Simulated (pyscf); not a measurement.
One four-centre exchange on the singlet surface with elements of a group swapped. CCSD(T)/def2-TZVPP + ΔMP2(QZVPP), eV, from the separated reactants. PySCF, gas phase, ωB97X-D3(BJ)/def2-SVP geometries. MP2 and CC: frozen core, UHF for open shells. ΔMP2 is the change of the MP2 total energy from the triple- to the quadruple-zeta basis.

```tsv
step	barrier	reaction energy	imaginary mode (i cm⁻¹)
`[OH][BH][OH]` + `[FH]` -> `[OH2]` + `[OH][BH][F]`	0.87	-0.15	985
`[OH][BH][OH]` + `[ClH]` -> `[OH2]` + `[OH][BH][Cl]`	…	…	840
```

What belongs in the gaps?


- `[OH][BH][OH]` + `[ClH]` -> `[OH2]` + `[OH][BH][Cl]`, barrier: 1.01
- `[OH][BH][OH]` + `[ClH]` -> `[OH2]` + `[OH][BH][Cl]`, reaction energy: +0.41

Row 1: On the reactant side the descent ends in a bound adduct, 0.42 eV under the separated species and 1.17 eV under the saddle at ωB97X-D3(BJ)/def2-TZVP. Row 2: On the reactant side the descent ends in a complex, 0.25 eV under the separated species and 1.18 eV under the saddle at ωB97X-D3(BJ)/def2-TZVP. Each row is the saddle that its search found. The CCSD(T) − MP2 part came from Ansatz, without density fitting, on the same reference.
